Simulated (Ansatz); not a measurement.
A made-up structure of CH3S2, doublet:

C1  (-0.753, -0.223, -0.807)
S2  (-0.097, 1.084, 0.051)
S3  (1.656, 0.359, 0.847)
H4  (-1.412, 0.015, -1.631)
H5  (2.937, 0.720, 0.567)
H6  (1.170, 0.010, 2.053)
(Å)

It is relaxed with PBE-D4/def2-SVP and then PBE0-D4/def2-TZVP (Ansatz 0.2.0). Atoms count as bonded within 1.22 times the sum of their covalent radii (H–H: 0.88 Å). The end point is not checked to be a true minimum.

(1) Does its bonding change? (Judge from chemistry; the calculation decides.)

Results:

(1) Computed: Yes. Formed: none; broken: S2–S3.

Where it ends: The first stage lowers the energy by 3.37 eV in 31 steps. It ends as a complex of CHS ([CH][S]) + H₂S:
C1  (-1.422, 0.356, -0.665)
S2  (-0.179, 1.274, -0.808)
S3  (2.884, 0.121, 1.006)
H4  (-1.937, -0.310, -1.356)
H5  (2.332, 1.178, 1.620)
H6  (1.825, -0.654, 1.282)
(Å)

Labels in which every atom is bracketed show which atoms are joined, not bond orders.

For scale, one of the runs: PBE0-D4/def2-TZVP relaxation, 123 basis functions, launched by `ansatz run in.yaml --threads 2 --pin off --events-out ev --progress --plain --max-ram 4352MiB`. The run took about 92 s on 2 CPU threads of an Arm Neoverse V1 (shared host).
